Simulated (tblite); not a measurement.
Species: H3NSi (triplet state).
Geometry (GFN2-xTB, Å), atoms numbered from 1 in this order:
```xyz
5
H3NSi angstrom
N      1.612   -0.300    0.124
Si    -0.010    0.003   -0.004
H     -0.718   -0.358    1.239
H     -0.265    1.432   -0.270
H     -0.611   -0.774   -1.106
```

The geometry is computed with GFN2-xTB (gas phase). This method treats the open shell by occupation alone, without spin polarisation.

Masses are those of the commonest isotopes; rigid-rotor values at the optimised geometry. 

Problem. What are A, B and C (MHz)?

Solution. Ia = 5.73, Ib = 31.77, Ic = 31.77 u·Å²; 505379 MHz·u·Å²/I gives A = 88203, B = 15909, C = 15907 MHz.

Problem. What kind of rotor is it?

Solution. A prolate symmetric top, as the point group C3v requires two equal moments; the computed ones differ by 0.01 % because the geometry is symmetric only within the optimiser's tolerance: κ = (2 × 15909 − 88203 − 15907)/(88203 − 15907) = -1.00.

For this open shell read J as N, the rotation without spin; fine and hyperfine splittings come on top. Its GFN2-xTB frequencies are all real (lowest 296 cm⁻¹). Zero-point vibration and centrifugal distortion are left out.
